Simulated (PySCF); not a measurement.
Numbering as in the mapped SMILES `[Cl:1][CH:2]1[CH2:3][CH2:4]1`; H(Xn) means a hydrogen on atom n. Ha(C3), Ha(C4) are cis to Cl1 on the ring; Hb(C3), Hb(C4) are trans to Cl1 on the ring.

GIAO PBE0/pcSseg-1 shifts (PySCF 2.14.0 with density-fitted response routines, gas phase, non-relativistic, equivalent atoms averaged), each against references optimised in the same way as the molecule (HCl, TMS).

On the GFN2-xTB geometry: Cl1 130, C2 33.8, C3/C4 11.5, H(C2) 2.89, Hb(C3)/Hb(C4) 0.82, Ha(C3)/Ha(C4) 0.70 ppm.

**Question.** What changes on the PBE0-D3(BJ)/def2-SVP geometry?

**Answer.** 
```csv
atoms,δ (ppm),change
Cl1,128,-2
C2,33.0,-0.8
C3/C4,10.9,-0.6
H(C2),2.69,-0.20
Hb(C3)/Hb(C4),0.81,-0.01
Ha(C3)/Ha(C4),0.65,-0.05
```

Bonds between heavy atoms that differ most (equivalent bonds averaged): C3–C4 1.501 → 1.504 Å, Cl1–C2 1.758 → 1.760 Å. Mean change of bonds to hydrogen: C–H +0.014 Å.
